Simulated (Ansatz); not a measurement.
`CC(C)F` + CH₄ → `CC(C)C` + H–F at 600 K and 1 bar (formal exchange of groups at a C–F bond).

Computed with Ansatz on PBE0-D4/def2-TZVP structures; ΔE is electronic, products minus reactants. CBS: MP2 limit from def2 TZ/QZ plus the TZ coupled-cluster correction, frozen cores. This one scheme is used for every species.

```json
{"species": "`CC(C)F`", "CCSD(T)/CBS energy (Eh)": "-218.16942", "H − E (kJ/mol)": "300.9", "S (J/(mol·K))": "367.4"}
{"species": "CH₄", "CCSD(T)/CBS energy (Eh)": "-40.46206", "H − E (kJ/mol)": "140.4", "S (J/(mol·K))": "215.7"}
{"species": "`CC(C)C`", "CCSD(T)/CBS energy (Eh)": "-158.24397", "H − E (kJ/mol)": "402.4", "S (J/(mol·K))": "381.6"}
{"species": "H–F", "CCSD(T)/CBS energy (Eh)": "-100.39570", "H − E (kJ/mol)": "42.3", "S (J/(mol·K))": "194.0"}
```

H − E and S are ideal-gas, rigid-rotor, harmonic terms from PBE0-D4/def2-TZVP. 1 Eh = 2625.50 kJ/mol, R = 8.31446 J/(mol·K).

Q: By hand: ΔE, ΔH, ΔS and ΔG.

A: ΔE = (-158.24397) + (-100.39570) − (-218.16942) − (-40.46206) = -0.00819 Eh = -21.5 kJ/mol. Δ(H − E) = 402.4 + 42.3 − 300.9 − 140.4 = 3.4, so ΔH = -18.1 kJ/mol. ΔS = 381.6 + 194.0 − 367.4 − 215.7 = -7.5 J/(mol·K). ΔG = -18.1 − 600 × (-7.5)/1000 = -13.6 kJ/mol.

Q: By hand: the equilibrium constant, and the temperature at which ΔG would vanish if ΔH and ΔS stayed fixed.

A: log₁₀ K = −ΔG/(RT ln 10) = 1.2. ΔG = 0 at ΔH/ΔS = 2413 K, though so small a ΔS makes that figure unsure.

The number of gas molecules stays the same, so ΔS is small and ΔH decides. A doubt of 5 kJ/mol in ΔE shifts log₁₀ K by 0.4 here. These are equilibria of isolated gas molecules and say nothing of rates. Largest T1 diagnostic: 0.010 (customary marks: 0.02 for closed shells, 0.045 for open ones).
